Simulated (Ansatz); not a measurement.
The input, for Ansatz 0.2.0:

```yaml
crystal:
  periodic: [false, false, false]
  atoms:
    - {symbol: Si, position_ang: [0.000000, -0.005322, 0.594837]}
    - {symbol: B, position_ang: [0.000000, -0.077872, -1.247918]}
    - {symbol: H, position_ang: [0.000000, 1.150544, -0.760155]}
    - {symbol: H, position_ang: [0.000000, -0.167010, -2.429569]}
basis:
  gaussian: {orbitals: 6-31G}
magnetization: {spin_polarized: false, initial_magnetization: 3}
correlation: {method: ccsdtq, electrons: outside_noble_gas}
```

```sh
$ ansatz run in.yaml --threads 2 --pin off --events-out ev --progress --plain --max-ram 16896MiB --backend cuda --devices 0, --max-vram 18GiB
```

Output:

```
557 factors; integrals over basis functions are off by at most 1.4e-7 eV
mean field evaluation 1: about -8557.2712 eV, gradient 9.3e0 eV
mean field evaluation 2: about -8557.2734 eV, gradient 9.3e0 eV
mean field evaluation 4: about -8558.2179 eV, gradient 1.8e0 eV
mean field evaluation 8: about -8558.3996 eV, gradient 4.4e-1 eV
mean field evaluation 16: about -8558.4029 eV, gradient 1.8e-6 eV
mean field evaluation 32: about -8557.7709 eV, gradient 2.0e-5 eV
mean field evaluation 64: about -8557.7709 eV, gradient 1.9e-4 eV
mean field evaluation 96: about -8557.7681 eV, gradient 2.0e-1 eV
mean field evaluation 128: about -8555.0561 eV, gradient 8.3e-4 eV
mean field evaluation 160: about -8555.9732 eV, gradient 3.6e0 eV
...
cycle   9  -2.98911338 eV  change    1.3e-4 eV  update   4.0e-4
cycle  10  -2.98901691 eV  change    9.6e-5 eV  update   1.8e-4
cycle  11  -2.98906824 eV  change   -5.1e-5 eV  update   9.6e-5
cycle  12  -2.98907950 eV  change   -1.1e-5 eV  update   5.0e-5
cycle  13  -2.98911387 eV  change   -3.4e-5 eV  update   2.2e-5
cycle  14  -2.98910885 eV  change    5.0e-6 eV  update   1.1e-5
cycle  15  -2.98909591 eV  change    1.3e-5 eV  update   5.8e-6
cycle  16  -2.98909183 eV  change    4.1e-6 eV  update   2.7e-6
cycle  17  -2.98909003 eV  change    1.8e-6 eV  update   1.5e-6
cycle  18  -2.98908993 eV  change    1.0e-7 eV  update   7.0e-7
Total energy: -8561.39199407 eV, -314.6253526620 hartree
```

For the same geometry and basis full CI lies 0.3 meV lower.

Ran on 2 threads of AMD EPYC 7R13 with a shared H100 80 GB, shared host: 15 s wall, 0.87 GiB peak host memory.
